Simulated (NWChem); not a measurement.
The numbers come from NWChem runs, not from measurements. System: Al (+1), charge 1, spin multiplicity 1. Level: CCSDT/3-21G, 5 core orbitals frozen.

Output (cleaned and shortened):

```
             Northwest Computational Chemistry Package (NWChem) 7.3.0
             --------------------------------------------------------

                                NWChem Input Module
                                -------------------

 Scaling coordinates for geometry "geometry" by  1.889725989
 (inverse scale =  0.529177249)

                             Geometry "geometry" -> ""
                             -------------------------

 Output coordinates in angstroms (scale by  1.889725989 to convert to a.u.)

  No.       Tag          Charge          X              Y              Z
 ---- ---------------- ---------- -------------- -------------- --------------
    1 Al                  13.0000     0.00000000     0.00000000     0.00000000

 Effective nuclear repulsion energy (a.u.)       0.0000000000

            Nuclear Dipole moment (a.u.)
            ----------------------------
        X                 Y               Z
 ---------------- ---------------- ----------------
     0.0000000000     0.0000000000     0.0000000000

      Symmetry information
      --------------------

 Group name             D2h
 Group number             26
 Group order               8
 No. of unique centers     1

      Symmetry unique atoms

     1


 Summary of "ao basis" -> "" (spherical)
 ------------------------------------------------------------------------------
       Tag                 Description            Shells   Functions and Types
 ---------------- ------------------------------  ------  ---------------------
 *                           3-21g                    on all atoms

 Summary of "ao basis" -> "ao basis" (spherical)
 ------------------------------------------------------------------------------
       Tag                 Description            Shells   Functions and Types
 ---------------- ------------------------------  ------  ---------------------
 Al                          3-21g                   7       13   4s3p

                                 NWChem SCF Module
                                 -----------------

  ao basis        = "ao basis"
  functions       =    13
  atoms           =     1
  closed shells   =     6
  open shells     =     0
  charge          =   1.00
  wavefunction    = RHF
  use symmetry    = T
  symmetry adapt  = T

 Summary of "ao basis" -> "ao basis" (spherical)
 ------------------------------------------------------------------------------
       Tag                 Description            Shells   Functions and Types
 ---------------- ------------------------------  ------  ---------------------
 Al                          3-21g                   7       13   4s3p

      Symmetry analysis of basis
      --------------------------

        ag          4
        au          0
        b1g         0
        b1u         3
        b2g         0
        b2u         3
        b3g         0
        b3u         3

 Forming initial guess at       0.0s

      Superposition of Atomic Density Guess
      -------------------------------------

 Sum of atomic energies:        -240.55558991

 Renormalizing density from      13.00 to     12

      Non-variational initial energy
      ------------------------------

 Total energy =    -228.682094
 1-e energy   =    -309.499942
 2-e energy   =      80.817848
 HOMO         =      -0.811819
 LUMO         =      -0.352373

      Symmetry analysis of molecular orbitals - initial
      -------------------------------------------------

 !! scf_movecs_sym_adapt:    9 vectors were symmetry contaminated

  Symmetry fudging

 !! scf_movecs_sym_adapt:    9 vectors were symmetry contaminated

  Numbering of irreducible representations:

     1 ag          2 au          3 b1g         4 b1u         5 b2g
     6 b2u         7 b3g         8 b3u

  Orbital symmetries:

     1 ag          2 ag          3 b3u         4 b2u         5 b1u
     6 ag          7 b2u         8 b3u         9 b1u        10 ag
    11 b1u        12 b2u        13 b3u

 Starting SCF solution at       0.0s

 ----------------------------------------------
         Quadratically convergent ROHF

 Convergence threshold     :          1.000E-07
 Maximum no. of iterations :          100
 Final Fock-matrix accuracy:          1.000E-09
[...]
     6 b2u         7 b3g         8 b3u

  Orbital symmetries:

     1 ag          2 ag          3 b3u         4 b2u         5 b1u
     6 ag          7 b2u         8 b1u         9 b3u        10 ag
    11 b1u        12 b3u        13 b2u

             Final eigenvalues
             -----------------

              1
    1  -58.3771
    2   -5.1769
    3   -3.4722
    4   -3.4722
    5   -3.4722
    6   -0.6495
    7   -0.1954
    8   -0.1954
    9   -0.1954
   10    0.0694
   11    0.1430
   12    0.1430
   13    0.1430

                       ROHF Final Molecular Orbital Analysis
                       -------------------------------------

 Vector    4  Occ=2.000000D+00  E=-3.472208D+00  Symmetry=b2u
              MO Center= -8.1D-65, -2.2D-25,  1.6D-68, r^2= 1.3D-01
   Bfn.  Coefficient  Atom+Function         Bfn.  Coefficient  Atom+Function
  ----- ------------  ---------------      ----- ------------  ---------------
     4      0.979342  1 Al py

 Vector    5  Occ=2.000000D+00  E=-3.472208D+00  Symmetry=b1u
              MO Center=  5.9D-57, -1.1D-55, -6.9D-22, r^2= 1.3D-01
   Bfn.  Coefficient  Atom+Function         Bfn.  Coefficient  Atom+Function
  ----- ------------  ---------------      ----- ------------  ---------------
     5      0.979342  1 Al pz

 Vector    6  Occ=2.000000D+00  E=-6.494786D-01  Symmetry=ag
              MO Center=  3.0D-18,  6.4D-19,  1.1D-18, r^2= 2.0D+00
   Bfn.  Coefficient  Atom+Function         Bfn.  Coefficient  Atom+Function
  ----- ------------  ---------------      ----- ------------  ---------------
     6      0.615696  1 Al s                 10      0.464199  1 Al s
     2     -0.319628  1 Al s

 Vector    7  Occ=0.000000D+00  E=-1.953971D-01  Symmetry=b2u
              MO Center= -5.3D-49, -1.5D-17, -4.1D-49, r^2= 3.8D+00
   Bfn.  Coefficient  Atom+Function         Bfn.  Coefficient  Atom+Function
  ----- ------------  ---------------      ----- ------------  ---------------
    12      0.677969  1 Al py                 8      0.422301  1 Al py
     4     -0.184699  1 Al py

 Vector    8  Occ=0.000000D+00  E=-1.953971D-01  Symmetry=b1u
              MO Center=  1.4D-51, -2.7D-50, -6.5D-18, r^2= 3.8D+00
   Bfn.  Coefficient  Atom+Function         Bfn.  Coefficient  Atom+Function
  ----- ------------  ---------------      ----- ------------  ---------------
    13      0.677969  1 Al pz                 9      0.422301  1 Al pz
     5     -0.184699  1 Al pz

 Vector    9  Occ=0.000000D+00  E=-1.953971D-01  Symmetry=b3u
              MO Center= -8.2D-17,  1.4D-49, -5.0D-49, r^2= 3.8D+00
   Bfn.  Coefficient  Atom+Function         Bfn.  Coefficient  Atom+Function
  ----- ------------  ---------------      ----- ------------  ---------------
    11      0.677969  1 Al px                 7      0.422301  1 Al px
     3     -0.184699  1 Al px

 center of mass
 --------------
 x =   0.00000000 y =   0.00000000 z =   0.00000000

 moments of inertia (a.u.)
 ------------------
           0.000000000000           0.000000000000           0.000000000000
           0.000000000000           0.000000000000           0.000000000000
           0.000000000000           0.000000000000           0.000000000000

  Mulliken analysis of the total density
  --------------------------------------

    Atom       Charge   Shell Charges
 -----------   ------   -------------------------------------------------------
    1 Al  13    12.00   2.00  1.99  5.86  1.18  0.15  0.82 -0.01

       Multipole analysis of the density wrt the origin
       ------------------------------------------------

     L   x y z        total         open         nuclear
     -   - - -        -----         ----         -------
     0   0 0 0      1.000000      0.000000     13.000000

     1   1 0 0     -0.000000      0.000000      0.000000
     1   0 1 0     -0.000000      0.000000      0.000000
     1   0 0 1     -0.000000      0.000000      0.000000

     2   2 0 0     -5.961129      0.000000      0.000000
     2   1 1 0     -0.000000      0.000000      0.000000
     2   1 0 1     -0.000000      0.000000      0.000000
     2   0 2 0     -5.961129      0.000000      0.000000
     2   0 1 1     -0.000000      0.000000      0.000000
     2   0 0 2     -5.961129      0.000000      0.000000

                   NWChem Extensible Many-Electron Theory Module
                   ---------------------------------------------


            General Information
            -------------------
      Number of processors :     1
         Wavefunction type : Restricted Hartree-Fock
          No. of electrons :    12
           Alpha electrons :     6
            Beta electrons :     6
           No. of orbitals :    26
            Alpha orbitals :    13
             Beta orbitals :    13
        Alpha frozen cores :     5
         Beta frozen cores :     5
     Alpha frozen virtuals :     0
      Beta frozen virtuals :     0
         Spin multiplicity : singlet
    Number of AO functions :    13
       Number of AO shells :     7
        Use of symmetry is : on
      Symmetry adaption is : on
         Schwarz screening : 0.10D-09

          Correlation Information
          -----------------------
          Calculation type : Coupled-cluster singles, doubles, & triples
   Perturbative correction : none
            Max iterations :      100
        Residual threshold : 0.10D-05
     T(0) DIIS level shift : 0.00D+00
     L(0) DIIS level shift : 0.00D+00
     T(1) DIIS level shift : 0.00D+00
     L(1) DIIS level shift : 0.00D+00
     T(R) DIIS level shift : 0.00D+00
     T(I) DIIS level shift : 0.00D+00
   CC-T/L Amplitude update :  5-th order DIIS
                I/O scheme : Global Array Library
        L-threshold :  0.10D-05
        EOM-threshold :  0.10D-05
 no EOMCCSD initial starts read in
 TCE RESTART OPTIONS
 SLICE:      F
 D4D5:       F
 quantumc:   F
 qrotation:  F
 pwtce:      F
 qducc:      F
 nacto:                         0
 nrotv:                         0
 nrot:                          0

            Memory Information
            ------------------
          Available GA space size is     249036631 doubles
          Available MA space size is     104856324 doubles

 Maximum block size supplied by input
 Maximum block size        24 doubles

 tile_dim =      2

 -------------------------------------------------

 Global array virtual files algorithm will be used

 Parallel file system coherency ......... OK

 4-electron integrals stored in orbital form

 v2    file size   =              222
 4-index algorithm nr.  13 is used
 imaxsize =       30
 imaxsize ichop =        0
 IN MAPPING 1 for UCC(4),CCSDT,CCSDTQ


 CCSDT iterations
 --------------------------------------------------------
 Iter          Residuum       Correlation     Cpu    Wall
 --------------------------------------------------------
    1   0.0652429211599  -0.0215473820215     0.0     0.0
    2   0.0277760855570  -0.0307289976777     0.0     0.0
    3   0.0118124225063  -0.0345563753076     0.0     0.0
    4   0.0050176219614  -0.0361511431476     0.0     0.0
    5   0.0021303971932  -0.0368186837393     0.0     0.0
    6   0.0000006481254  -0.0373046329253     0.0     0.0
 --------------------------------------------------------
 Iterations converged
 CCSDT correlation energy / hartree =        -0.037304632925348
 CCSDT total energy / hartree       =      -240.385612562750026

 Singles contributions

 Doubles contributions
     8b1u (alpha)     8b1u (beta ) ---     6ag  (alpha)     6ag  (beta )       -0.1205098430
     7b2u (alpha)     7b2u (beta ) ---     6ag  (alpha)     6ag  (beta )       -0.1205098430
     9b3u (alpha)     9b3u (beta ) ---     6ag  (alpha)     6ag  (beta )       -0.1205098430

 Task  times  cpu:        0.3s     wall:        0.3s

 Total times  cpu:        0.4s     wall:        0.4s
```

### Question
Write an NWChem input that would produce this output.

### Answer
This is not unique; one that fits is 
```
start mol
memory heap 100 mb stack 700 mb global 1900 mb
charge 1
geometry units angstroms nocenter noautoz
  Al     0.000000     0.000000     0.000000
  symmetry group D2h
end
basis spherical
  * library 3-21g
end
scf
  rhf
  nopen 0
  maxiter 100
  thresh 1e-7
  semidirect memsize 60000000 filesize 0
end
tce
  freeze core 5
  ccsdt
  2eorb
  2emet 13
  thresh 1e-6
  maxiter 100
  tilesize 24
end
task tce energy
```
